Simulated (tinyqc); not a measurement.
UKS/LDA (PW92) in the sto-3g basis, for BH, spin multiplicity 3, step by step (part 2 of 2). Computed by tinyqc, a small Python program that keeps every step (integrals from PySCF). Command: `OMP_NUM_THREADS=1 python tinyqc.py 22113 22114 out.jsonl` (the two numbers bound the seeds that draw the settings). One thread of a shared host (Intel(R) Xeon(R) Processor @ 2.60GHz), about 1 s of CPU time with the checks.

Geometry (angstrom):

| atom | x | y | z |
|---|---|---|---|
| B | 0.0000 | 0.0000 | 0.0000 |
| H | 0.0000 | 0.0000 | 2.2960 |

## Iteration 2: diagonalisation and new density

extrapolated F(alpha) (hartree):
```
          1B 1s    1B 2s   1B 2px   1B 2py   1B 2pz    2H 1s
1B 1s   -6.2111  -1.9013   0.0000   0.0000   0.0046  -0.0375
1B 2s   -1.9013  -0.8365   0.0000   0.0000   0.0230  -0.0645
1B 2px   0.0000   0.0000  -0.0514  -0.0025   0.0000   0.0000
1B 2py   0.0000   0.0000  -0.0025  -0.0493   0.0000   0.0000
1B 2pz   0.0046   0.0230   0.0000   0.0000  -0.0271  -0.0598
2H 1s   -0.0375  -0.0645   0.0000   0.0000  -0.0598   0.0579
```

extrapolated F(beta) (hartree):
```
          1B 1s    1B 2s  1B 2px  1B 2py   1B 2pz    2H 1s
1B 1s   -6.1738  -1.8768  0.0000  0.0000   0.0043  -0.0371
1B 2s   -1.8768  -0.6962  0.0000  0.0000   0.0165  -0.0600
1B 2px   0.0000   0.0000  0.1116  0.0120   0.0000   0.0000
1B 2py   0.0000   0.0000  0.0120  0.1014   0.0000   0.0000
1B 2pz   0.0043   0.0165  0.0000  0.0000   0.0783  -0.0559
2H 1s   -0.0371  -0.0600  0.0000  0.0000  -0.0559   0.0597
```

X:
```
              1        2        3       4        5       6
1B 1s   -0.7589   0.3271   0.0000  0.0000  -0.2902  0.5583
1B 2s    0.8254  -0.1440   0.0000  0.0000  -0.1465  0.6054
1B 2px   0.0000   0.0000   0.9772  0.2122   0.0000  0.0000
1B 2py   0.0000   0.0000  -0.2122  0.9772   0.0000  0.0000
1B 2pz   0.1678   0.7380   0.0000  0.0000   0.6557  0.1305
2H 1s   -0.3524  -0.6901   0.0000  0.0000   0.5941  0.2779
```

Diagonalise F' = X^T F X, C = X C', fill 4 alpha and 2 beta electrons from the bottom; D(s) = C_occ C_occ^T. Each column has its largest component positive (the first on a tie).

F' = X^T F X (alpha) (hartree):
```
         1        2        3        4        5        6
1  -1.7285   0.9825   0.0000   0.0000  -1.0424   2.2234
2   0.9825  -0.4277   0.0000   0.0000   0.5272  -1.2532
3   0.0000   0.0000  -0.0502  -0.0027   0.0000   0.0000
4   0.0000   0.0000  -0.0027  -0.0504   0.0000   0.0000
5  -1.0424   0.5272   0.0000   0.0000  -0.7225   1.5420
6   2.2234  -1.2532   0.0000   0.0000   1.5420  -3.5571
```

orbital energies (alpha) (hartree): MO1 -6.2206, MO2 -0.2777, MO3 -0.0530, MO4 -0.0522, MO5 -0.0476, MO6 0.1146

coefficients C (alpha):
```
            MO1      MO2     MO3      MO4      MO5      MO6
1B 1s    0.9880  -0.3159  0.0000  -0.0004   0.0000   0.0541
1B 2s    0.0417   1.0245  0.0000  -0.0046   0.0000  -0.1968
1B 2px   0.0000   0.0000  0.8342   0.0000  -0.5514   0.0000
1B 2py   0.0000   0.0000  0.5514   0.0000   0.8342   0.0000
1B 2pz  -0.0005  -0.0820  0.0000   0.8589   0.0000  -0.5247
2H 1s   -0.0028   0.0724  0.0000   0.4072   0.0000   0.9272
```

F' = X^T F X (beta) (hartree):
```
         1        2       3       4        5        6
1  -1.6436   0.9721  0.0000  0.0000  -1.0444   2.2784
2   0.9721  -0.3668  0.0000  0.0000   0.5782  -1.2505
3   0.0000   0.0000  0.1062  0.0130   0.0000   0.0000
4   0.0000   0.0000  0.0130  0.1069   0.0000   0.0000
5  -1.0444   0.5782  0.0000  0.0000  -0.6649   1.5266
6   2.2784  -1.2505  0.0000  0.0000   1.5266  -3.4747
```

orbital energies (beta) (hartree): MO1 -6.1820, MO2 -0.1421, MO3 0.0154, MO4 0.0935, MO5 0.1195, MO6 0.1587

coefficients C (beta):
```
            MO1      MO2      MO3      MO4     MO5      MO6
1B 1s    0.9890  -0.3077   0.0474   0.0000  0.0000  -0.0615
1B 2s    0.0385   1.0061  -0.1678   0.0000  0.0000   0.2193
1B 2px   0.0000   0.0000   0.0000  -0.5515  0.8342   0.0000
1B 2py   0.0000   0.0000   0.0000   0.8342  0.5515   0.0000
1B 2pz  -0.0004  -0.0425   0.6561   0.0000  0.0000   0.7665
2H 1s   -0.0026   0.1646   0.6668   0.0000  0.0000  -0.7477
```

D(alpha) after iteration 2:
```
          1B 1s    1B 2s  1B 2px  1B 2py   1B 2pz    2H 1s
1B 1s    1.0759  -0.2823  0.0000  0.0000   0.0250  -0.0258
1B 2s   -0.2823   1.0513  0.0000  0.0000  -0.0880   0.0722
1B 2px   0.0000   0.0000  0.6959  0.4600   0.0000   0.0000
1B 2py   0.0000   0.0000  0.4600  0.3041   0.0000   0.0000
1B 2pz   0.0250  -0.0880  0.0000  0.0000   0.7445   0.3438
2H 1s   -0.0258   0.0722  0.0000  0.0000   0.3438   0.1711
```

D(beta) after iteration 2:
```
          1B 1s    1B 2s  1B 2px  1B 2py   1B 2pz    2H 1s
1B 1s    1.0728  -0.2716  0.0000  0.0000   0.0126  -0.0532
1B 2s   -0.2716   1.0138  0.0000  0.0000  -0.0427   0.1655
1B 2px   0.0000   0.0000  0.0000  0.0000   0.0000   0.0000
1B 2py   0.0000   0.0000  0.0000  0.0000   0.0000   0.0000
1B 2pz   0.0126  -0.0427  0.0000  0.0000   0.0018  -0.0070
2H 1s   -0.0532   0.1655  0.0000  0.0000  -0.0070   0.0271
```

## Iteration 18 (converged): orbitals

converged F(alpha) (hartree):
```
          1B 1s    1B 2s   1B 2px   1B 2py   1B 2pz    2H 1s
1B 1s   -6.0900  -1.8762   0.0000   0.0000   0.0019  -0.0371
1B 2s   -1.8762  -0.7759   0.0000   0.0000   0.0091  -0.0701
1B 2px   0.0000   0.0000   0.0181  -0.0017   0.0000   0.0000
1B 2py   0.0000   0.0000  -0.0017   0.0196   0.0000   0.0000
1B 2pz   0.0019   0.0091   0.0000   0.0000   0.0160  -0.0715
2H 1s   -0.0371  -0.0701   0.0000   0.0000  -0.0715  -0.1672
```

converged F(beta) (hartree):
```
          1B 1s    1B 2s  1B 2px  1B 2py   1B 2pz    2H 1s
1B 1s   -6.0714  -1.8625  0.0000  0.0000  -0.0019  -0.0369
1B 2s   -1.8625  -0.7141  0.0000  0.0000  -0.0140  -0.0646
1B 2px   0.0000   0.0000  0.0968  0.0224   0.0000   0.0000
1B 2py   0.0000   0.0000  0.0224  0.0777   0.0000   0.0000
1B 2pz  -0.0019  -0.0140  0.0000  0.0000   0.0648  -0.0631
2H 1s   -0.0369  -0.0646  0.0000  0.0000  -0.0631  -0.0087
```

As before.

F' = X^T F X (alpha) (hartree):
```
         1        2        3        4        5        6
1  -1.6740   0.9061   0.0000   0.0000  -0.9818   2.2223
2   0.9061  -0.4873   0.0000   0.0000   0.6331  -1.1921
3   0.0000   0.0000   0.0189  -0.0018   0.0000   0.0000
4   0.0000   0.0000  -0.0018   0.0188   0.0000   0.0000
5  -0.9818   0.6331   0.0000   0.0000  -0.7744   1.4662
6   2.2223  -1.1921   0.0000   0.0000   1.4662  -3.5020
```

orbital energies (alpha) (hartree): MO1 -6.1003, MO2 -0.2339, MO3 -0.1524, MO4 0.0170, MO5 0.0207, MO6 0.0488

coefficients C (alpha):
```
            MO1      MO2      MO3     MO4      MO5      MO6
1B 1s    0.9874  -0.2678   0.1748  0.0000   0.0000  -0.0393
1B 2s    0.0436   0.8553  -0.5813  0.0000   0.0000   0.1365
1B 2px   0.0000   0.0000   0.0000  0.8348  -0.5505   0.0000
1B 2py   0.0000   0.0000   0.0000  0.5505   0.8348   0.0000
1B 2pz   0.0000   0.0461   0.2698  0.0000   0.0000   0.9720
2H 1s   -0.0030   0.4801   0.8038  0.0000   0.0000  -0.3926
```

F' = X^T F X (beta) (hartree):
```
         1        2       3       4        5        6
1  -1.6268   0.9265  0.0000  0.0000  -1.0227   2.2260
2   0.9265  -0.3877  0.0000  0.0000   0.5959  -1.2314
3   0.0000   0.0000  0.0867  0.0243   0.0000   0.0000
4   0.0000   0.0000  0.0243  0.0878   0.0000   0.0000
5  -1.0227   0.5959  0.0000  0.0000  -0.6821   1.4786
6   2.2260  -1.2314  0.0000  0.0000   1.4786  -3.4529
```

orbital energies (beta) (hartree): MO1 -6.0809, MO2 -0.1655, MO3 -0.0213, MO4 0.0629, MO5 0.1115, MO6 0.1182

coefficients C (beta):
```
            MO1      MO2      MO3      MO4     MO5      MO6
1B 1s    0.9880  -0.2995   0.1097   0.0000  0.0000  -0.0304
1B 2s    0.0417   0.9679  -0.3731   0.0000  0.0000   0.1105
1B 2px   0.0000   0.0000   0.0000  -0.5506  0.8347   0.0000
1B 2py   0.0000   0.0000   0.0000   0.8347  0.5506   0.0000
1B 2pz   0.0008   0.1004   0.4808   0.0000  0.0000   0.8823
2H 1s   -0.0029   0.2529   0.7708   0.0000  0.0000  -0.6104
```

D(alpha) after iteration 18:
```
          1B 1s    1B 2s  1B 2px  1B 2py   1B 2pz    2H 1s
1B 1s    1.0772  -0.2876  0.0000  0.0000   0.0348   0.0090
1B 2s   -0.2876   1.0714  0.0000  0.0000  -0.1174  -0.0567
1B 2px   0.0000   0.0000  0.6970  0.4596   0.0000   0.0000
1B 2py   0.0000   0.0000  0.4596  0.3030   0.0000   0.0000
1B 2pz   0.0348  -0.1174  0.0000  0.0000   0.0749   0.2390
2H 1s    0.0090  -0.0567  0.0000  0.0000   0.2390   0.8766
```

D(beta) after iteration 18:
```
          1B 1s    1B 2s  1B 2px  1B 2py   1B 2pz    2H 1s
1B 1s    1.0658  -0.2487  0.0000  0.0000  -0.0293  -0.0787
1B 2s   -0.2487   0.9386  0.0000  0.0000   0.0972   0.2447
1B 2px   0.0000   0.0000  0.0000  0.0000   0.0000   0.0000
1B 2py   0.0000   0.0000  0.0000  0.0000   0.0000   0.0000
1B 2pz  -0.0293   0.0972  0.0000  0.0000   0.0101   0.0254
2H 1s   -0.0787   0.2447  0.0000  0.0000   0.0254   0.0640
```

## Convergence

Stop when the energy changes by less than 1e-09 hartree and every element of the error matrix X^T (F D S - S D F) X (for each spin) is below 9e-06.

Course of the cycle:

| iteration | E (hartree) | change | largest element of the error matrix |
|---|---|---|---|
| 1 | -23.567445 | - | 1.84e-01 |
| 2 | -23.999292 | -4.32e-01 | 1.08e-01 |
| 3 | -24.149622 | -1.50e-01 | 2.31e-01 |
| 4 | -24.197810 | -4.82e-02 | 2.30e-01 |
| 5 | -23.884970 | 3.13e-01 | 9.28e-02 |
| 6 | -24.084110 | -1.99e-01 | 1.36e-01 |
| 7 | -24.384687 | -3.01e-01 | 5.91e-02 |
| 8 | -24.161878 | 2.23e-01 | 1.50e-01 |
| 9 | -24.376576 | -2.15e-01 | 1.08e-01 |
| 10 | -24.417113 | -4.05e-02 | 1.77e-02 |
| 11 | -24.419660 | -2.55e-03 | 1.10e-02 |
| 12 | -24.420613 | -9.54e-04 | 8.70e-04 |
| 13 | -24.420617 | -4.15e-06 | 2.98e-04 |
| 14 | -24.420618 | -5.22e-07 | 3.93e-05 |
| 15 | -24.420618 | -2.50e-08 | 4.22e-05 |
| 16 | -24.420618 | -9.48e-09 | 2.49e-05 |
| 17 | -24.420618 | -4.67e-09 | 4.44e-06 |
| 18 | -24.420618 | -2.81e-10 | 2.46e-06 |

PySCF UKS in the same basis, fine grid, after a stability check = -24.417291 hartree

Converged in 18 iterations. The coarse grid moves the energy by -3.33e-03 hartree.

## Populations, bond orders and dipole

overlap S:
```
         1B 1s   1B 2s  1B 2px  1B 2py  1B 2pz   2H 1s
1B 1s   1.0000  0.2693  0.0000  0.0000  0.0000  0.0051
1B 2s   0.2693  1.0000  0.0000  0.0000  0.0000  0.1007
1B 2px  0.0000  0.0000  1.0000  0.0000  0.0000  0.0000
1B 2py  0.0000  0.0000  0.0000  1.0000  0.0000  0.0000
1B 2pz  0.0000  0.0000  0.0000  0.0000  1.0000  0.1384
2H 1s   0.0051  0.1007  0.0000  0.0000  0.1384  1.0000
```

Mulliken: Z minus the diagonal of D S on the atom; Loewdin: the same with S^(1/2) D S^(1/2); Mayer order: 2 sum_s sum (D(s) S)_ij (D(s) S)_ji over the two atoms.

Charges (e):

| atom | Mulliken | Loewdin | Mulliken spin |
|---|---|---|---|
| 1B | -0.0043 | -0.0052 | 1.1878 |
| 2H | 0.0043 | 0.0052 | 0.8122 |

Mayer bond orders:

| pair | order |
|---|---|
| 2-1 | 0.3402 |

dipole moment about the origin, x y z (debye): 0.0000  0.0000  0.0046

<S^2> of the determinant (pure state: 2) = 2.0133
